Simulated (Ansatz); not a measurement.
**Scan of [BH$_{2}$···H···H], doublet**

All five atoms lie in one plane.

Starting geometry:

| atom | x (Å) | y (Å) | z (Å) |
| --- | --- | --- | --- |
| B | -0.1673 | 0.0000 | 0.0000 |
| H | -0.7640 | 1.0336 | 0.0000 |
| H | -0.7640 | -1.0336 | 0.0000 |
| H | 1.0262 | 0.0000 | 0.0000 |
| H | 2.2957 | 0.0000 | 0.0000 |

From there H4 is moved from one fragment to the other while all else, the fragments' distance too, stays fixed, so the hump isn't the reaction's barrier; atoms are numbered as listed. Energies are in eV, counted from the starting geometry at the same level. Kohn–Sham curves are unrestricted where that lies lower.

Basis 6-31G; Ansatz 0.2.0. Correlated methods freeze the noble-gas cores.

In so small a basis the reference is far from its limit while semilocal and hybrid functionals are nearer theirs (RPA and double hybrids share much of the reference's basis error), so the functionals' errors here hold much of the reference's basis and frozen-core error, which can add to them or hide them.

Full CI is exact within this basis and frozen core; it isn't the basis-set limit.

```json
{"distance B1-H4 (Å)": "1.110", "full CI": "0.089", "PBE": "0.147", "r2SCAN": "0.134", "PBE0": "0.120", "B3LYP": "0.122", "r2SCANh": "0.127", "BHLYP": "0.091", "wB97M-V": "0.105", "B2PLYP": "0.097", "RPA-PBE": "0.104"}
{"distance B1-H4 (Å)": "1.194", "full CI": "0.000", "PBE": "0.000", "r2SCAN": "0.000", "PBE0": "0.000", "B3LYP": "0.000", "r2SCANh": "0.000", "BHLYP": "0.000", "wB97M-V": "0.000", "B2PLYP": "0.000", "RPA-PBE": "0.000"}
{"distance B1-H4 (Å)": "1.268", "full CI": "0.043", "PBE": "-0.017", "r2SCAN": "0.000", "PBE0": "0.009", "B3LYP": "0.005", "r2SCANh": "0.007", "BHLYP": "0.035", "wB97M-V": "0.020", "B2PLYP": "0.032", "RPA-PBE": "0.026"}
{"distance B1-H4 (Å)": "1.343", "full CI": "0.136", "PBE": "0.017", "r2SCAN": "0.054", "PBE0": "0.068", "B3LYP": "0.058", "r2SCANh": "0.067", "BHLYP": "0.118", "wB97M-V": "0.086", "B2PLYP": "0.112", "RPA-PBE": "0.099"}
{"distance B1-H4 (Å)": "1.418", "full CI": "0.224", "PBE": "0.059", "r2SCAN": "0.113", "PBE0": "0.130", "B3LYP": "0.114", "r2SCANh": "0.133", "BHLYP": "0.198", "wB97M-V": "0.151", "B2PLYP": "0.193", "RPA-PBE": "0.166"}
{"distance B1-H4 (Å)": "1.493", "full CI": "0.269", "PBE": "0.084", "r2SCAN": "0.146", "PBE0": "0.166", "B3LYP": "0.143", "r2SCANh": "0.170", "BHLYP": "0.241", "wB97M-V": "0.184", "B2PLYP": "0.236", "RPA-PBE": "0.190"}
{"distance B1-H4 (Å)": "1.568", "full CI": "0.256", "PBE": "0.089", "r2SCAN": "0.147", "PBE0": "0.167", "B3LYP": "0.139", "r2SCANh": "0.169", "BHLYP": "0.236", "wB97M-V": "0.179", "B2PLYP": "0.232", "RPA-PBE": "0.164"}
{"distance B1-H4 (Å)": "1.643", "full CI": "0.214", "PBE": "0.096", "r2SCAN": "0.137", "PBE0": "0.160", "B3LYP": "0.126", "r2SCANh": "0.155", "BHLYP": "0.208", "wB97M-V": "0.161", "B2PLYP": "0.205", "RPA-PBE": "0.116"}
{"distance B1-H4 (Å)": "1.718", "full CI": "0.208", "PBE": "0.160", "r2SCAN": "0.177", "PBE0": "0.201", "B3LYP": "0.162", "r2SCANh": "0.188", "BHLYP": "0.219", "wB97M-V": "0.193", "B2PLYP": "0.219", "RPA-PBE": "0.111"}
```

(1) Judged by the spread of the error over the points with a reference (largest less smallest), which of these follows full CI best and which worst?

## Answers

(1) Subtracting the full CI column from each: best BHLYP (errors from -0.027 to 0.011, spread 0.038 eV), worst PBE (from -0.184 to 0.058, spread 0.242 eV). Functionals and wave-function methods converge differently with the basis, so part of this is basis effect.
